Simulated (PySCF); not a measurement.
## Property card for `[O-][S@@](CC)=O`

C2H5O2S (charge -1).
Geometry (PBE0-D3(BJ)/def2-SVP, Å), atoms numbered from 1 in this order:
```xyz
10
C2H5O2S angstrom
C     -1.198   -0.081    0.317
C     -0.352   -1.063   -0.457
S      1.460   -0.686   -0.067
O      1.530    0.759   -0.536
O      1.440   -0.835    1.446
H     -2.284   -0.204    0.158
H     -0.963   -0.194    1.388
H     -0.893    0.938    0.026
H     -0.534   -2.111   -0.164
H     -0.470   -0.964   -1.550
```

PBE0-D3(BJ)/def2-SVP geometry optimisation, gas phase (PySCF):

```yaml
Point_group: Cs
Rotational_constants_A_B_C: 6.072, 3.598, 3.021 GHz
```

From CAM-B3LYP/pcSseg-2 ground state and GIAO shieldings, non-relativistic (PySCF):

```yaml
HOMO_energy: -1.97 eV
LUMO_energy: 5.06 eV
HOMO–LUMO_gap: 7.03 eV
13C_chemical_shifts_computed_TMS_as_zero_by_class: 60.7 (C2), -1.4 (C1) ppm
1H_chemical_shifts_computed_TMS_as_zero_by_class: 1.20 (H6/H7/H8), 1.16 (H9), 1.14 (H10) ppm
Isotropic_shieldings_of_nuclei_other_than_C_and_H_by_class: 124 (O4/O5), 19 (S3) ppm
```

Monoisotopic mass of the ion (most abundant isotopes, electron mass counted): 93.0016 u.

With B = h/(8π²I), that is 505.379 GHz u Å² over I, the principal moments of inertia are 83.2, 140.5 and 167.3 u Å² (most abundant isotopes); the inertial defect Ic − Ia − Ib is -56.4 u Å² (zero for a rigid planar frame, negative otherwise). The rotational constants make it an asymmetric top with κ = (2B − A − C)/(A − C) = -0.62, nearer the prolate limit (−1).

 NMR classes are plain means over equivalent atoms (diastereotopic ones count apart unless rotation or inversion swaps them), as if these changed places fast; in this geometry the members of some classes differ. No diffuse functions stand in pcSseg-2, which bears on an anion's orbital energies.

One conformer stands for the species.
